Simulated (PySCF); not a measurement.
## Argon: a sound run and one with changed settings

Sound run: Ar [Ar], Ar⁺ [Ne] 3s2 3p5. Calculation: PySCF 2.14, in def2-SVP; no relativity, point nucleus. The sound run starts from symmetry-adapted Hartree-Fock orbitals and uses a fine grid where one is needed.

Changed run: radial step 0.8 in ln r (0.13 in the sound run). This setting is unsound on purpose.

```tsv
species	method	sound run (hartree)	changed run (hartree)	converged
Ar	UHF	-526.62338	-526.62338	yes
Ar	PBE0	-527.18871	-527.32518	yes
Ar	LDA	-525.73419	-525.82532	yes
Ar⁺	UHF	-526.08638	-526.08638	yes
Ar⁺	PBE0	-526.61316	-526.76163	yes
Ar⁺	LDA	-525.15314	-525.26859	yes
```

Ionisation energy of Ar:

```tsv
method	sound run (eV)	changed run (eV)
UHF	14.613	14.613
PBE0	15.662	15.335
LDA	15.811	15.150
```

A coarse radial grid mis-integrates the density and the exchange-correlation energy, with errors of either sign; Hartree-Fock needs no grid.

For comparison, NIST gives 15.760 eV between the lowest levels.
